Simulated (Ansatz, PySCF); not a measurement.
Reaction: SO2 (SMILES O=S=O) → SO2+ (parent SMILES O=S=O, doublet) + e-
Each species at its own B3LYP-D3(BJ)/def2-TZVP minimum (Ansatz, a program for electronic structure).

Total energies in hartree (Ansatz). Radicals and triplets start from unrestricted determinants; spin-orbit coupling is neglected. Cores are frozen in correlated methods. No relativity. The restricted determinant of O2S (O=S=O, singlet) is unstable towards broken spin symmetry in at least one set run. The UHF reference of O2S+ (parent SMILES O=S=O, doublet) is spin-contaminated (<S^2> up to 0.05 over the pure value in the sets run). The determinant of O2S+ (parent SMILES O=S=O, doublet) is a saddle point of the SCF energy; a lower one exists, which strains HF and MP2.

```tsv
species	HF/cc-pV(T+d)Z	CCSD(T)/cc-pV(T+d)Z	HF/cc-pV(Q+d)Z	CCSD(T)/cc-pV(Q+d)Z	CCSDT(Q)/cc-pV(T+d)Z
1: SO2 (SMILES O=S=O)	-547.30154	-547.98671	-547.31959	-548.05551	-547.98962
2: SO2+ (parent SMILES S(=O)=O, doublet)	-546.86641	-547.54245	-546.88297	-547.60424	-547.54725
```

**Question.** Work out the adiabatic ionisation energy (0 K, zero-point energies from PySCF's Hessians at B3LYP-D3(BJ)/def2-TZVP) in eV: take Hartree-Fock from cc-pV(Q+d)Z, extrapolate the CCSD(T) correlation energy as X^-3 (X = 3, 4), and add CCSDT(Q) - CCSD(T) in cc-pV(T+d)Z. The further terms named in the bracket sum to -0.00062 hartree. 1 hartree = 27.211 eV.

**Answer.** 
Species 1: correlation (64·(-0.73592) - 27·(-0.68517))/37 = -0.77295; step -0.00291; E1 = -547.31959 + (-0.77295) + (-0.00291) = -548.09545
Species 2: correlation (64·(-0.72127) - 27·(-0.67604))/37 = -0.75428; step -0.00480; E2 = -546.88297 + (-0.75428) + (-0.00480) = -547.64205
-1·E1 +1·E2 -0.00062 = 0.45278 hartree = 12.32 eV. Measured: 12.35 eV (CCCBDB table in ASE). The composite differs from it by -0.03 eV; core, relativistic and spin-orbit terms are not in it.
